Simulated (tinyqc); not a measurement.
Inside a calculation (part 2 of 2). Method: ROHF in the sto-3g basis, for LiH, spin multiplicity 3. Computed by tinyqc, a small Python program that keeps every step (integrals from PySCF). Command: `OMP_NUM_THREADS=1 python tinyqc.py 20263 20264 out.jsonl` (the two numbers bound the seeds that draw the settings). One thread of a shared host (Intel(R) Xeon(R) Processor @ 2.60GHz), about 0.1 s of CPU time with the checks.

Geometry (angstrom):
```
atom         x         y         z
Li    0.000000  0.000000  0.000000
H     0.000000  0.000000  2.916000
```

## Iteration 3: building the Fock matrix

D(alpha) after iteration 2:
```
            1Li 1s     1Li 2s    1Li 2px    1Li 2py    1Li 2pz      2H 1s
1Li 1s    1.061506  -0.256054  -0.033981   0.009353  -0.012941   0.034507
1Li 2s   -0.256054   1.065179   0.126123  -0.041622   0.030100  -0.143670
1Li 2px  -0.033981   0.126123   0.014947  -0.004884   0.003663  -0.016651
1Li 2py   0.009353  -0.041622  -0.004884   0.013379   0.020661   0.106711
1Li 2pz  -0.012941   0.030100   0.003663   0.020661   0.041446   0.183765
2H 1s     0.034507  -0.143670  -0.016651   0.106711   0.183765   0.889084
```

D(beta) after iteration 2:
```
            1Li 1s     1Li 2s    1Li 2px    1Li 2py    1Li 2pz      2H 1s
1Li 1s    0.981510   0.035662   0.000597  -0.001743  -0.004091  -0.002290
1Li 2s    0.035662   0.001296   0.000022  -0.000063  -0.000149  -0.000083
1Li 2px   0.000597   0.000022   0.000000  -0.000001  -0.000002  -0.000001
1Li 2py  -0.001743  -0.000063  -0.000001   0.000003   0.000007   0.000004
1Li 2pz  -0.004091  -0.000149  -0.000002   0.000007   0.000017   0.000010
2H 1s    -0.002290  -0.000083  -0.000001   0.000004   0.000010   0.000005
```

core Hamiltonian H = T + V (hartree):
```
            1Li 1s     1Li 2s    1Li 2px    1Li 2py    1Li 2pz      2H 1s
1Li 1s   -4.587569  -1.028340   0.000000   0.000000  -0.004849  -0.011191
1Li 2s   -1.028340  -1.284794   0.000000   0.000000  -0.056713  -0.177660
1Li 2px   0.000000   0.000000  -1.045148   0.000000   0.000000   0.000000
1Li 2py   0.000000   0.000000   0.000000  -1.045148   0.000000   0.000000
1Li 2pz  -0.004849  -0.056713   0.000000   0.000000  -1.082096  -0.267473
2H 1s    -0.011191  -0.177660   0.000000   0.000000  -0.267473  -1.011002
```

Two-electron integrals (ij|kl) in chemists' order, unique and non-zero (hartree):
```
(11|11) 1.680395   (21|11) 0.265420   (21|21) 0.049941   (22|11) 0.397727
(22|21) 0.092860   (22|22) 0.290562   (31|31) 0.008981   (32|31) 0.013788
(32|32) 0.064184   (33|11) 0.396640   (33|21) 0.092880   (33|22) 0.290497
(33|33) 0.312946   (41|41) 0.008981   (42|41) 0.013788   (42|42) 0.064184
(43|43) 0.016869   (44|11) 0.396640   (44|21) 0.092880   (44|22) 0.290497
(44|33) 0.279207   (44|44) 0.312946   (51|51) 0.008981   (52|51) 0.013788
(52|52) 0.064184   (53|53) 0.016869   (54|54) 0.016869   (55|11) 0.396640
(55|21) 0.092880   (55|22) 0.290497   (55|33) 0.279207   (55|44) 0.279207
(55|55) 0.312946   (61|11) 0.002421   (61|21) 0.000474   (61|22) 0.000953
(61|33) 0.000935   (61|44) 0.000935   (61|51) 0.000079   (61|52) 0.000165
(61|55) 0.000989   (61|61) 0.000005   (62|11) 0.030941   (62|21) 0.007433
(62|22) 0.028588   (62|33) 0.026871   (62|44) 0.026871   (62|51) 0.000998
(62|52) 0.008965   (62|55) 0.031985   (62|61) 0.000094   (62|62) 0.007788
(63|31) 0.000242   (63|32) 0.001714   (63|53) 0.000917   (63|63) 0.000256
(64|41) 0.000242   (64|42) 0.001714   (64|54) 0.000917   (64|64) 0.000256
(65|11) 0.046704   (65|21) 0.011238   (65|22) 0.043652   (65|33) 0.040853
(65|44) 0.040853   (65|51) 0.001546   (65|52) 0.014045   (65|55) 0.049194
(65|61) 0.000143   (65|62) 0.012349   (65|65) 0.019610   (66|11) 0.181473
(66|21) 0.043759   (66|22) 0.179226   (66|33) 0.167519   (66|44) 0.167519
(66|51) 0.004848   (66|52) 0.055374   (66|55) 0.202296   (66|61) 0.000539
(66|62) 0.068255   (66|65) 0.109493   (66|66) 0.774606
```

nuclear repulsion = 0.54442100 hartree

J_ij = sum D_kl (ij|kl) with D = D(alpha) + D(beta), K_ij = sum D_kl (ik|jl) for each spin; F = H + J - K(s); E = tr D H + tr D J / 2 - 0.5 sum_s tr D(s) K(s) + E_nn.

Coulomb J (hartree):
```
            1Li 1s     1Li 2s    1Li 2px    1Li 2py   1Li 2pz      2H 1s
1Li 1s    3.937700   0.666690   0.002871  -0.000961  0.005116   0.006332
1Li 2s    0.666690   1.269017   0.015215  -0.004775  0.055203   0.156006
1Li 2px   0.002871   0.015215   1.255488  -0.000165  0.000093   0.000414
1Li 2py  -0.000961  -0.004775  -0.000165   1.255436  0.000893  -0.000047
1Li 2pz   0.005116   0.055203   0.000093   0.000893  1.288902   0.242018
2H 1s     0.006332   0.156006   0.000414  -0.000047  0.242018   1.268238
```

exchange K(alpha) (hartree):
```
            1Li 1s     1Li 2s    1Li 2px    1Li 2py    1Li 2pz     2H 1s
1Li 1s    1.701713   0.267169  -0.000350  -0.000520  -0.001469  0.003635
1Li 2s    0.267169   0.321955   0.040633  -0.010715   0.021597  0.078648
1Li 2px  -0.000350   0.040633   0.076532  -0.001446   0.000389  0.000925
1Li 2py  -0.000520  -0.010715  -0.001446   0.076067   0.010574  0.017588
1Li 2pz  -0.001469   0.021597   0.000389   0.010574   0.115875  0.141322
2H 1s     0.003635   0.078648   0.000925   0.017588   0.141322  0.719169
```

exchange K(beta) (hartree):
```
            1Li 1s     1Li 2s    1Li 2px    1Li 2py    1Li 2pz      2H 1s
1Li 1s    1.668308   0.276525   0.000244  -0.000714  -0.001783   0.002894
1Li 2s    0.276525   0.055980   0.000071  -0.000208  -0.000521   0.000632
1Li 2px   0.000244   0.000071   0.009881   0.000000  -0.000001   0.000001
1Li 2py  -0.000714  -0.000208   0.000000   0.009882   0.000002  -0.000003
1Li 2pz  -0.001783  -0.000521  -0.000001   0.000002   0.009879   0.000100
2H 1s     0.002894   0.000632   0.000001  -0.000003   0.000100   0.000010
```

F(alpha) (hartree):
```
            1Li 1s     1Li 2s    1Li 2px    1Li 2py    1Li 2pz      2H 1s
1Li 1s   -2.351582  -0.628820   0.003221  -0.000441   0.001737  -0.008493
1Li 2s   -0.628820  -0.337732  -0.025417   0.005939  -0.023106  -0.100302
1Li 2px   0.003221  -0.025417   0.133809   0.001281  -0.000296  -0.000510
1Li 2py  -0.000441   0.005939   0.001281   0.134221  -0.009681  -0.017634
1Li 2pz   0.001737  -0.023106  -0.000296  -0.009681   0.090932  -0.166777
2H 1s    -0.008493  -0.100302  -0.000510  -0.017634  -0.166777  -0.461933
```

F(beta) (hartree):
```
            1Li 1s     1Li 2s    1Li 2px    1Li 2py    1Li 2pz      2H 1s
1Li 1s   -2.318177  -0.638176   0.002626  -0.000247   0.002051  -0.007752
1Li 2s   -0.638176  -0.071757   0.015144  -0.004567  -0.000989  -0.022286
1Li 2px   0.002626   0.015144   0.200460  -0.000164   0.000094   0.000413
1Li 2py  -0.000247  -0.004567  -0.000164   0.200406   0.000891  -0.000044
1Li 2pz   0.002051  -0.000989   0.000094   0.000891   0.196928  -0.025555
2H 1s    -0.007752  -0.022286   0.000413  -0.000044  -0.025555   0.257226
```

total energy of this density = -7.76441859 hartree

## Iteration 3: Roothaan effective Fock matrix

overlap S:
```
           1Li 1s    1Li 2s   1Li 2px   1Li 2py   1Li 2pz     2H 1s
1Li 1s   1.000000  0.241137  0.000000  0.000000  0.000000  0.002525
1Li 2s   0.241137  1.000000  0.000000  0.000000  0.000000  0.134057
1Li 2px  0.000000  0.000000  1.000000  0.000000  0.000000  0.000000
1Li 2py  0.000000  0.000000  0.000000  1.000000  0.000000  0.000000
1Li 2pz  0.000000  0.000000  0.000000  0.000000  1.000000  0.207584
2H 1s    0.002525  0.134057  0.000000  0.000000  0.207584  1.000000
```

With projectors Pc = D(beta) S, Po = (D(alpha) - D(beta)) S, Pv = 1 - D(alpha) S, the block xy is Px^T F Py; with Fc = (F(alpha) + F(beta))/2, the blocks are Fc for cc, oo, vv and cv, F(beta) for co and F(alpha) for ov.

effective F (hartree):
```
            1Li 1s     1Li 2s    1Li 2px    1Li 2py    1Li 2pz      2H 1s
1Li 1s   -2.334559  -0.637791   0.002595  -0.000108   0.002427  -0.007296
1Li 2s   -0.637791  -0.205505  -0.011913   0.004592  -0.011264  -0.064510
1Li 2px   0.002595  -0.011913   0.165422   0.000858  -0.001286  -0.001144
1Li 2py  -0.000108   0.004592   0.000858   0.172582   0.011974   0.013532
1Li 2pz   0.002427  -0.011264  -0.001286   0.011974   0.190296  -0.045141
2H 1s    -0.007296  -0.064510  -0.001144   0.013532  -0.045141  -0.132645
```

## Iteration 3: diagonalisation and new density

X:
```
                 1          2          3         4          5         6
1Li 1s   -0.583283   0.562104   0.000000  0.000000  -0.471862  0.428917
1Li 2s    0.736892  -0.382100   0.000000  0.000000  -0.325266  0.536964
1Li 2px   0.000000   0.000000   0.982363  0.186983   0.000000  0.000000
1Li 2py   0.000000   0.000000  -0.186983  0.982363   0.000000  0.000000
1Li 2pz   0.419878   0.670205   0.000000  0.000000   0.571935  0.305547
2H 1s    -0.610844  -0.537008   0.000000  0.000000   0.451319  0.448227
```

Diagonalise F' = X^T F X, C = X C', fill 3 alpha and 1 beta electrons from the bottom; D(s) = C_occ C_occ^T. Each column has its largest component positive (the first on a tie).

F' = X^T F X (hartree):
```
           1          2          3          4          5          6
1  -0.305659   0.462216  -0.009994  -0.001690  -0.441988   0.560179
2   0.462216  -0.428418   0.005859   0.000040   0.701672  -0.516055
3  -0.009994   0.005859   0.165357  -0.000517  -0.000778  -0.008351
4  -0.001690   0.000040  -0.000517   0.172647   0.011571   0.010772
5  -0.441988   0.701672  -0.000778   0.011571  -0.700464   0.739395
6   0.560179  -0.516055  -0.008351   0.010772   0.739395  -0.840691
```

orbital energies (hartree): MO1 -2.337169, MO2 -0.150745, MO3 -0.002979, MO4 0.166077, MO5 0.171671, MO6 0.215917

coefficients C:
```
               MO1        MO2        MO3        MO4        MO5        MO6
1Li 1s    0.991034  -0.098335  -0.265255   0.019979   0.005566  -0.013978
1Li 2s    0.034878   0.347170   0.976071  -0.069546  -0.021740   0.058069
1Li 2px  -0.000863   0.017408   0.069672   0.977334   0.196801  -0.030488
1Li 2py  -0.000002  -0.043847   0.011810  -0.187335   0.960854   0.199007
1Li 2pz  -0.000228   0.049668  -0.044154   0.071785  -0.190325   1.000073
2H 1s    -0.003264   0.884024  -0.451908  -0.011675   0.098617  -0.265542
```

D(alpha) after iteration 3:
```
            1Li 1s     1Li 2s    1Li 2px    1Li 2py    1Li 2pz      2H 1s
1Li 1s    1.062178  -0.258481  -0.021048   0.001177   0.006602   0.029705
1Li 2s   -0.258481   1.074458   0.074018  -0.003695  -0.025862  -0.134301
1Li 2px  -0.021048   0.074018   0.005158   0.000060  -0.002211  -0.016093
1Li 2py   0.001177  -0.003695   0.000060   0.002062  -0.002699  -0.044099
1Li 2pz   0.006602  -0.025862  -0.002211  -0.002699   0.004417   0.063862
2H 1s     0.029705  -0.134301  -0.016093  -0.044099   0.063862   0.985730
```

D(beta) after iteration 3:
```
            1Li 1s     1Li 2s    1Li 2px    1Li 2py    1Li 2pz      2H 1s
1Li 1s    0.982149   0.034565  -0.000855  -0.000002  -0.000226  -0.003235
1Li 2s    0.034565   0.001216  -0.000030   0.000000  -0.000008  -0.000114
1Li 2px  -0.000855  -0.000030   0.000001   0.000000   0.000000   0.000003
1Li 2py  -0.000002   0.000000   0.000000   0.000000   0.000000   0.000000
1Li 2pz  -0.000226  -0.000008   0.000000   0.000000   0.000000   0.000001
2H 1s    -0.003235  -0.000114   0.000003   0.000000   0.000001   0.000011
```

## Iteration 19 (converged): orbitals

converged F (hartree):
```
            1Li 1s     1Li 2s    1Li 2px   1Li 2py    1Li 2pz      2H 1s
1Li 1s   -2.346192  -0.640191   0.000001  0.000000  -0.003655  -0.008143
1Li 2s   -0.640191  -0.209161  -0.000002  0.000003   0.009767  -0.056912
1Li 2px   0.000001  -0.000002   0.163012  0.000000   0.000001   0.000001
1Li 2py   0.000000   0.000003   0.000000  0.163012   0.000007   0.000013
1Li 2pz  -0.003655   0.009767   0.000001  0.000007   0.169815  -0.044818
2H 1s    -0.008143  -0.056912   0.000001  0.000013  -0.044818  -0.113344
```

As before.

F' = X^T F X (hartree):
```
           1          2          3          4          5          6
1  -0.297564   0.472641  -0.000002  -0.000003  -0.440985   0.563651
2   0.472641  -0.447187   0.000002  -0.000003   0.682153  -0.528427
3  -0.000002   0.000002   0.163012   0.000000   0.000000  -0.000002
4  -0.000003  -0.000003   0.000000   0.163012   0.000009   0.000009
5  -0.440985   0.682153   0.000000   0.000009  -0.713190   0.748285
6   0.563651  -0.528427  -0.000002   0.000009   0.748285  -0.834299
```

orbital energies (hartree): MO1 -2.348768, MO2 -0.129790, MO3 -0.012719, MO4 0.163012, MO5 0.163012, MO6 0.199037

coefficients C:
```
               MO1        MO2        MO3        MO4        MO5        MO6
1Li 1s    0.991113  -0.104319  -0.259916   0.000005   0.000005  -0.045399
1Li 2s    0.034593   0.368228   0.958436  -0.000017  -0.000021   0.166585
1Li 2px   0.000000  -0.000001   0.000017   0.993709   0.111991   0.000019
1Li 2py   0.000000  -0.000044   0.000021  -0.111991   0.993709   0.000086
1Li 2pz   0.001900   0.039083  -0.157863  -0.000007  -0.000083   1.009697
2H 1s    -0.003387   0.877558  -0.438715   0.000006   0.000077  -0.321735
```

D(alpha) after iteration 19:
```
            1Li 1s     1Li 2s    1Li 2px    1Li 2py    1Li 2pz      2H 1s
1Li 1s    1.060743  -0.253240  -0.000005  -0.000001   0.038837   0.019126
1Li 2s   -0.253240   1.055388   0.000016   0.000004  -0.136845  -0.097456
1Li 2px  -0.000005   0.000016   0.000000   0.000000  -0.000003  -0.000008
1Li 2py  -0.000001   0.000004   0.000000   0.000000  -0.000005  -0.000048
1Li 2pz   0.038837  -0.136845  -0.000003  -0.000005   0.026452   0.103548
2H 1s     0.019126  -0.097456  -0.000008  -0.000048   0.103548   0.962591
```

D(beta) after iteration 19:
```
            1Li 1s     1Li 2s   1Li 2px   1Li 2py    1Li 2pz      2H 1s
1Li 1s    0.982304   0.034286  0.000000  0.000000   0.001883  -0.003357
1Li 2s    0.034286   0.001197  0.000000  0.000000   0.000066  -0.000117
1Li 2px   0.000000   0.000000  0.000000  0.000000   0.000000   0.000000
1Li 2py   0.000000   0.000000  0.000000  0.000000   0.000000   0.000000
1Li 2pz   0.001883   0.000066  0.000000  0.000000   0.000004  -0.000006
2H 1s    -0.003357  -0.000117  0.000000  0.000000  -0.000006   0.000011
```

Within a degenerate level the vectors are fixed only up to a rotation; this is one choice.

## Convergence

Stop when the energy changes by less than 1e-08 hartree and every element of the error matrix X^T (F D S - S D F) X is below 3e-05.

Course of the cycle:
```
iteration  E (hartree)     change  largest element of the error matrix
1          -5.85041385          -                             1.20e+00
2          -7.71789530  -1.87e+00                             9.97e-02
3          -7.76441859  -4.65e-02                             4.22e-02
4          -7.77650945  -1.21e-02                             1.26e-02
5          -7.77821987  -1.71e-03                             8.76e-03
6          -7.77890004  -6.80e-04                             5.67e-03
7          -7.77911894  -2.19e-04                             3.78e-03
8          -7.77920272  -8.38e-05                             2.46e-03
9          -7.77923372  -3.10e-05                             1.60e-03
10         -7.77924581  -1.21e-05                             1.04e-03
11         -7.77925054  -4.73e-06                             6.75e-04
12         -7.77925243  -1.89e-06                             4.37e-04
13         -7.77925319  -7.60e-07                             2.83e-04
14         -7.77925350  -3.09e-07                             1.83e-04
15         -7.77925363  -1.26e-07                             1.19e-04
16         -7.77925368  -5.19e-08                             7.68e-05
17         -7.77925370  -2.14e-08                             4.97e-05
18         -7.77925371  -8.86e-09                             3.21e-05
19         -7.77925371  -3.68e-09                             2.08e-05
```

PySCF ROHF in the same basis = -7.77925371 hartree

Converged in 19 iterations.

## Populations, bond orders and dipole

Mulliken: Z minus the diagonal of D S on the atom; Loewdin: the same with S^(1/2) D S^(1/2); Mayer order: 2 sum_s sum (D(s) S)_ij (D(s) S)_ji over the two atoms.

Charges (e):
```
atom   Mulliken    Loewdin  Mulliken spin
1Li   -0.028945  -0.040845       1.028916
2H     0.028945   0.040845       0.971084
```

Mayer bond orders:
```
pair     order
2-1   0.056159
```

dipole moment about the origin, x y z (debye): -0.000139  -0.000018  1.544435
